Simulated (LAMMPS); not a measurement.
# Diamond-structure Si

Calculation: the machine-learned potential SNAP Si_Zuo_JPCA2020.quadratic.snap (LAMMPS).

Cell (relaxed at this level):

```
CELL_PARAMETERS angstrom
      0.00000     2.73217     2.73217
      2.73217     0.00000     2.73217
      2.73217     2.73217     0.00000
ATOMIC_POSITIONS crystal
  Si 0.50000 0.50000 0.50000
  Si 0.75000 0.75000 0.75000
```

```yaml
vacancy_formation_energy: 2.32 eV
```

Measured, for comparison: vacancy formation energy 3.6 eV (no zero-point or thermal correction, monovacancy; as tabulated in Garrity and Choudhary (2023), arXiv:2112.11585). Computed (rounded) less measured: vacancy formation energy -1.28 eV.

A machine-learned potential is trained on density-functional data: it inherits that level's misses and adds fitting errors of its own.
